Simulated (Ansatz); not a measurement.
# Worked example: the enthalpy of C3H6Cl2 + C2H5Cl → C3H7Cl + C2H4Cl2

Gas-phase species: C3H6Cl2 (1,3-dichloropropane) `ClCCCCl`, singlet; C2H5Cl (chloroethane) `CCCl`, singlet; C3H7Cl (1-chloropropane) `CCCCl`, singlet; C2H4Cl2 (1,2-dichloroethane) `ClCCCl`, singlet. The partners trade Cl for H; both sit on C, so the bond types are kept.

Shapes, held fixed at every level: PBE0-D4/def2-TZVP. Flexible molecules stand in one conformer, not always the lowest. Programs: Ansatz 0.2.0. The zero-point and thermal terms to 298 K, harmonic and unscaled (PBE0-D4/def2-TZVP), stand in the table.

At B2PLYP/def2-TZVPP; 1 Eh = 2625.50 kJ/mol:

| species | energy (Eh) | H(298 K) − E (kJ/mol) | tabulated ΔfH (kJ/mol) |
| --- | --- | --- | --- |
| C3H6Cl2 | -1038.035257 | 246.8 | -159.2 |
| C2H5Cl | -539.260691 | 188.1 | -111.2 |
| C3H7Cl | -578.549593 | 266.4 | -131.9 |
| C2H4Cl2 | -998.743274 | 167.9 | -130.1 |

Task: Work out the reaction enthalpy at 298 K from the calculation and from the table of heats.

Result: 
1. Electronic: (-578.549593) + (-998.743274) − [(-1038.035257) + (-539.260691)] = 0.003081 Eh = +8.1 kJ/mol.
2. Zero-point and thermal: (266.4) + (167.9) − [(246.8) + (188.1)] = -0.6 kJ/mol.
3. Computed ΔH = +7.5 kJ/mol.
4. From the heats of formation (Active Thermochemical Tables, CRC Handbook of Chemistry and Physics): (-131.9) + (-130.1) − [(-159.2) + (-111.2)] = +8.4 kJ/mol.
5. Computed less tabulated: -0.9 kJ/mol. Tabulated heats carry uncertainties of their own.
